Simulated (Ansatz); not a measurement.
A nudged elastic band was laid between two geometries of BH₂O (4 atoms, charge 0, multiplicity 2).

Computed with UKS BLYP/STO-3G in Ansatz.

```json
{
  "movable images": "9",
  "climbing image": "yes",
  "spring": "5.0 eV/Å²",
  "optimiser": "quadratic models (default)",
  "start path": "through a guess of the saddle point",
  "force threshold": "0.05 eV/Å",
  "iteration limit": "60",
  "end points": "relaxed"
}
```

Initial state:

```xyz
4
Properties=species:S:1:pos:R:3
B -0.011 -0.007 -0.022
O 1.053 -0.351 0.692
H -1.050 -0.570 0.138
H 0.063 0.868 -0.828
```

Final state:

```xyz
4
Properties=species:S:1:pos:R:3
B -0.609 -0.126 -0.125
O 0.708 0.148 0.091
H -1.074 -0.999 0.537
H 1.032 0.917 -0.523
```

(1) What changes between the two ends?

(2) What energy profile does the band end with?

(3) What is the geometry of the highest image?

(4) What are the harmonic wavenumbers there?

## Answers

(1) Bonds broken: B1–H4. Bonds formed: O2–H4.

(2) The forces met the threshold. The highest image is number 6 of 0 to 10, 62.4 kcal/mol above the first end and 26.3 kcal/mol above the last; the last end lies 36.1 kcal/mol above the first. A vibrational analysis at the climbing image gives one clearly imaginary mode, 2022i cm⁻¹: a first-order saddle point. Limits of this set-up: minimal basis.

```tsv
image	path coordinate (Å)	energy (kcal/mol)	B1–H4 (Å)	O2–H4 (Å)
0	0.00	0.0	1.19	2.19
1	0.16	2.1	1.20	2.04
2	0.33	8.5	1.21	1.88
3	0.49	19.5	1.24	1.72
4	0.65	35.3	1.28	1.55
5	0.82	53.4	1.33	1.38
6	0.98	62.4	1.41	1.21
7	1.15	55.5	1.55	1.08
8	1.32	45.5	1.70	1.04
9	1.49	38.5	1.85	1.03
10	1.67	36.1	1.98	1.04
```

(3) 
```xyz
4
Properties=species:S:1:pos:R:3
B -0.346 -0.081 -0.080
O 0.963 0.025 0.311
H -1.206 -0.806 0.302
H 0.645 0.802 -0.554
```

(4) 2022i, 617, 1004, 1456, 2408, 2866 cm⁻¹.

Time of the run: 47 s on 1 thread of Intel(R) Xeon(R) Processor @ 2.50GHz (Skylake/Cascade Lake), with other jobs on the host, peak memory 0.093 GiB.
